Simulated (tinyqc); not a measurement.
Worked calculation: CIS and TDHF on RHF in the sto-3g basis, for BH2+, spin multiplicity 1. One step of it, computed by the program tinyqc.

Question. CIS matrix, triplets. A(ia,jb) = (e_a - e_i) d_ij d_ab - (ij|ab).

orbital energies (hartree): MO1 -7.907091, MO2 -0.912289, MO3 -0.774458, MO4 -0.195891, MO5 -0.143405, MO6 0.068257, MO7 0.235822

Two-electron integrals over orbitals (pq|rs), unique and non-zero (hartree):
```
(11|11) 2.892144    (21|11) -0.262766   (21|21) 0.037849    (22|11) 0.614979
(22|21) -0.009404   (22|22) 0.451215    (31|31) 0.008365    (32|31) 0.013677
(32|32) 0.135258    (33|11) 0.529423    (33|21) -0.003675   (33|22) 0.439360
(33|33) 0.456929    (41|11) 0.131212    (41|21) -0.017513   (41|22) 0.009809
(41|33) 0.004621    (41|41) 0.024468    (42|11) -0.091797   (42|21) 0.005784
(42|22) 0.002485    (42|33) 0.012052    (42|41) 0.013959    (42|42) 0.076695
(43|31) -0.001670   (43|32) 0.031599    (43|43) 0.035063    (44|11) 0.686668
(44|21) -0.010690   (44|22) 0.440891    (44|33) 0.412912    (44|41) -0.010206
(44|42) -0.078549   (44|44) 0.551429    (51|51) 0.021633    (52|51) 0.022508
(52|52) 0.077443    (53|53) 0.017453    (54|51) -0.010816   (54|52) -0.031312
(54|54) 0.039100    (55|11) 0.742016    (55|21) -0.009693   (55|22) 0.467542
(55|33) 0.420137    (55|41) 0.004537    (55|42) -0.048218   (55|44) 0.496623
(55|55) 0.586773    (61|11) -0.183734   (61|21) 0.027819    (61|22) -0.003297
(61|33) -0.000965   (61|41) -0.003043   (61|42) 0.013657    (61|44) -0.015515
(61|55) -0.005573   (61|61) 0.026398    (62|11) 0.191699    (62|21) -0.006378
(62|22) 0.052127    (62|33) 0.010064    (62|41) 0.013240    (62|42) -0.003628
(62|44) 0.052176    (62|55) 0.100667    (62|61) 0.001785    (62|62) 0.086667
(63|31) 0.001112    (63|32) -0.066030   (63|43) -0.032948   (63|63) 0.078967
(64|11) 0.103331    (64|21) -0.000542   (64|22) 0.029068    (64|33) 0.000727
(64|41) 0.005220    (64|42) -0.008143   (64|44) 0.047813    (64|55) 0.052920
(64|61) 0.002895    (64|62) 0.055450    (64|64) 0.043498    (65|51) 0.015261
(65|52) 0.048098    (65|54) -0.007782   (65|65) 0.038344    (66|11) 0.572087
(66|21) -0.006908   (66|22) 0.445650    (66|33) 0.441780    (66|41) 0.019069
(66|42) 0.049503    (66|44) 0.399142    (66|55) 0.428769    (66|61) 0.005006
(66|62) 0.036062    (66|64) 0.017770    (66|66) 0.492679    (71|31) 0.012780
(71|32) 0.019240    (71|43) -0.002762   (71|63) 0.001647    (71|71) 0.019588
(72|31) 0.008709    (72|32) -0.005891   (72|43) -0.031624   (72|63) 0.049328
(72|71) 0.012598    (72|72) 0.054617    (73|11) 0.228600    (73|21) -0.005685
(73|22) 0.055819    (73|33) 0.026680    (73|41) 0.000447    (73|42) -0.052718
(73|44) 0.097866    (73|55) 0.116686    (73|61) -0.005170   (73|62) 0.073299
(73|64) 0.049863    (73|66) 0.002745    (73|73) 0.111207    (74|31) -0.007447
(74|32) -0.069255   (74|43) -0.004839   (74|63) 0.046598    (74|71) -0.010971
(74|72) 0.006376    (74|74) 0.055435    (75|53) 0.016644    (75|75) 0.018737
(76|31) 0.009138    (76|32) 0.114018    (76|43) 0.046529    (76|63) -0.080403
(76|71) 0.013019    (76|72) -0.035175   (76|74) -0.060031   (76|76) 0.124880
(77|11) 0.626640    (77|21) -0.008515   (77|22) 0.448003    (77|33) 0.461723
(77|41) 0.003871    (77|42) -0.004249   (77|44) 0.445550    (77|55) 0.446887
(77|61) -0.005686   (77|62) 0.014013    (77|64) 0.002035    (77|66) 0.455800
(77|73) 0.038519    (77|77) 0.492126
```

Give: CIS matrix A, triplet.

Answer.

CIS matrix A, triplet (hartree), lower triangle:
```
        1>4    1>5     1>6     1>7     2>4    2>5     2>6     2>7
1>4   7.025
1>5   0.000  7.022
1>6  -0.103  0.000   7.403
1>7   0.000  0.000   0.000   7.516
2>4   0.011  0.000   0.001   0.000   0.276
2>5   0.000  0.010   0.000   0.000   0.000  0.301
2>6   0.001  0.000   0.007   0.000  -0.029  0.000   0.535
2>7   0.000  0.000   0.000   0.009   0.000  0.000   0.000   0.700
3>4   0.000  0.000   0.000   0.007   0.000  0.000   0.000   0.069
3>5   0.000  0.000   0.000   0.000   0.000  0.000   0.000   0.000
3>6   0.000  0.000   0.000  -0.009   0.000  0.000   0.000  -0.114
3>7   0.007  0.000  -0.009   0.000   0.069  0.000  -0.114   0.000

        3>4    3>5    3>6    3>7
3>4   0.166
3>5   0.000  0.211
3>6  -0.001  0.000  0.401
3>7   0.000  0.000  0.000  0.549
```
